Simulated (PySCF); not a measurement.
## Solvent effects on NMR parameters

Molfile (atoms numbered from 1):
```
C3H6Cl2
     RDKit          3D

 11 10  0  0  0  0  0  0  0  0999 V2000
    1.7042    1.3490    0.9030 Cl  0  0  0  0  0  0  0  0  0  0  0  0
    0.6769    0.9574   -0.5117 C   0  0  0  0  0  0  0  0  0  0  0  0
    0.1655   -0.4658   -0.4554 C   0  0  0  0  0  0  0  0  0  0  0  0
   -0.7310   -0.7628    0.7270 C   0  0  0  0  0  0  0  0  0  0  0  0
   -2.2279    0.2211    0.6892 Cl  0  0  0  0  0  0  0  0  0  0  0  0
    1.2898    1.1237   -1.4070 H   0  0  0  0  0  0  0  0  0  0  0  0
   -0.1567    1.6730   -0.5096 H   0  0  0  0  0  0  0  0  0  0  0  0
    1.0205   -1.1620   -0.4190 H   0  0  0  0  0  0  0  0  0  0  0  0
   -0.3808   -0.6708   -1.3921 H   0  0  0  0  0  0  0  0  0  0  0  0
   -0.2205   -0.5326    1.6721 H   0  0  0  0  0  0  0  0  0  0  0  0
   -1.0419   -1.8156    0.7345 H   0  0  0  0  0  0  0  0  0  0  0  0
  1  2  1  0
  2  3  1  0
  3  4  1  0
  4  5  1  0
  2  6  1  0
  2  7  1  0
  3  8  1  0
  3  9  1  0
  4 10  1  0
  4 11  1  0
M  END
```

GIAO PBE0/pcSseg-1 in PySCF on one PBE0-D3(BJ)/def2-SVP conformer, non-relativistic, equivalent nuclei averaged. Solvents enter as an IEF-PCM continuum (water with ε = 78.4) around the gas-phase geometry. Shifts are referred to TMS computed in the same medium.

Gas phase, δ in ppm: C2/C4 45.8, C3 37.1, H6/H7/H10/H11 3.66, H8/H9 1.71. Dipole moment 2.40 D.

(1) How does each δ change in the continuum?

(2) Which nuclei move most (in ppm), and what does the model miss?

## Answers

(1) 
```
        atoms                          environment  Δδ, water
        C2/C4                 sp3 CH2 bonded to Cl       +2.7
           C3                              sp3 CH2       +1.0
H6/H7/H10/H11  hydrogen on an sp3 CH2 bonded to Cl      +0.19
        H8/H9               hydrogen on an sp3 CH2      +0.24
```

Changes are relative to the gas phase. The dipole moment becomes 3.13 D in water.

(2) C2/C4 (sp3 CH2 bonded to Cl, +2.7 ppm) in water. A continuum only polarises the solute; specific hydrogen bonds, the anisotropy of aromatic solvents and changes of geometry or conformer are outside it.
